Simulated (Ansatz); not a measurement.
**Si₂F (sextet): the correlation ladder, def2-TZVPP**

An exercise on one series of results from a longer session: the logs are not shown, and one member is left open.

The runs use Ansatz 0.2.0, Gaussian basis; def2-TZVPP, core rule «outside noble gas», up to 11 orbitals frozen.

To be run: UHF; ROHF; CCSD(T) on UHF.

## The system

The geometry is a PBE0/def2-TZVP stationary point (not a proven minimum) of the parent state, kept for this charge and spin.

3 atoms, charge 0, spin multiplicity 6.

Atoms are counted from 1 here; the program's logs count them from 0.

Bond lengths: F1–Si2 1.608 Å, Si2–Si3 2.332 Å. Angles: F1–Si2–Si3 112.2°.

Geometry (Å):

```xyz
3

F     0.0000   -0.6062    1.6212
Si    0.0000    0.5945    0.5509
Si    0.0000   -0.1844   -1.6475
```

The first run:

in.yaml reads:

```yaml
crystal:
  periodic: [false, false, false]
  atoms:
    - {symbol: F, position_ang: [0.000000, -0.606197, 1.621189]}
    - {symbol: Si, position_ang: [0.000000, 0.594494, 0.550881]}
    - {symbol: Si, position_ang: [0.000000, -0.184433, -1.647532]}
basis:
  gaussian: {orbitals: def2-TZVPP}
magnetization: {spin_polarized: true, initial_magnetization: 5}
hamiltonian: {xc: hf}
output: {orbitals: {seedname: orbitals}}
```

On the command line:

```sh
$ ansatz run in.yaml --threads 1 --pin off --events-out ev --progress --plain --max-ram 4096MiB --backend cpu
```

Among the steps run: UHF; ROHF; CCSD(T) on UHF.

One table of the session follows, with a row left open; its other results are not shown here.

```
  method  from UCCSD(T) (kJ/mol)
    ROHF                 +1065.0
     UHF                       ?
    UMP2                   +94.6
   UCCSD                   +38.0
UCCSD(T)                       0
```

**Question.** Estimate the row for UHF.

**Answer.** from UCCSD(T) (kJ/mol): +1058.5. In the column «from UCCSD(T) (kJ/mol)» it lies between UMP2 (+94.6) and ROHF (+1065.0).
